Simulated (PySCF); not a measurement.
Computed and reference excited states of cyclopropene (`C1=CC1`)

Published values to compare with (the computed states carry no symmetry labels, so the two lists aren't matched line by line):

```csv
state,E (eV),f,kind of transition,source
3B2(π→π*),4.16,,band maximum or as reported,[1]
3B2(π→π*),4.34,,vertical absorption,[2]
3B2(π→π*),4.38,,vertical absorption,[3]
1B1(σ→π*),6.45,,band maximum or as reported,[1]
3B1(σ→π*),6.45,,vertical absorption,[3]
3B1(σ→π*),6.62,,vertical absorption,[2]
1B1(σ→π*),6.68,0.001,vertical absorption,[3]
1B2(π→π*),6.79,0.071,vertical absorption,[3]
1B1(σ→π*),6.90,,vertical absorption,[2]
1B2(π→π*),7.00,,band maximum or as reported,[1]
1B2(π→π*),7.10,,vertical absorption,[2]
```

[1] measured, gas; Loos, Scemama, Blondel, Garniron, Caffarel, Jacquemin (2018), arXiv:1807.02045, literature column
[2] computed, CC3/TZVP, gas; arXiv:2401.06101 (2024), CC3 reference column of Thiel's set
[3] computed, theoretical best estimate (aug-cc-pVTZ, frozen core, CC3 geometry), gas; Veril, Scemama, Caffarel, Lipparini, Boggio-Pasqua, Jacquemin, Loos, WIREs Comput. Mol. Sci. 2021, 11, e1517 (QUESTDB)

Compound: cyclopropene, C3H4.
SMILES: `C1=CC1`

Level of theory: TDDFT wB97X-D/def2-SVPD, vertical, gas phase, core orbitals frozen in the response in PySCF. Isolated species at its PBE0-D3(BJ)/def2-SVP geometry, gas phase.

Computed singlets: 6.45 eV (f 0.072); 6.63 eV (f 0.001); 7.48 eV (f 0.006); 7.67 eV (f 0.000); 7.91 eV (f 0.041); 7.93 eV (f 0.000); 8.81 eV (f 0.010); 9.26 eV (f 0.044); 9.27 eV (f 0.095); 9.29 eV (f 0.096). Computed triplets (Tamm–Dancoff): 4.19, 6.24, 7.27, 7.44 eV.

Question: How does the lowest computed singlet compare with the best estimate listed for the lowest singlet (vertical absorption)?

Answer: 6.45 eV against 6.68 eV for 1B1(σ→π*) [3]: a difference of -0.23 eV. Geometry and basis of the two calculations needn't be the same.

Question: How does the lowest computed triplet compare with the best estimate listed for the lowest triplet (vertical absorption)?

Answer: 4.19 eV against 4.38 eV for 3B2(π→π*) [3]: a difference of -0.19 eV. Geometry and basis of the two calculations needn't be the same.

A measured band maximum holds vibronic effects and, in solution, solvent shifts, so it needn't equal the vertical energy.

The vertical ionisation energy (ΔSCF) is 9.71 eV, 0.41 eV above S10.
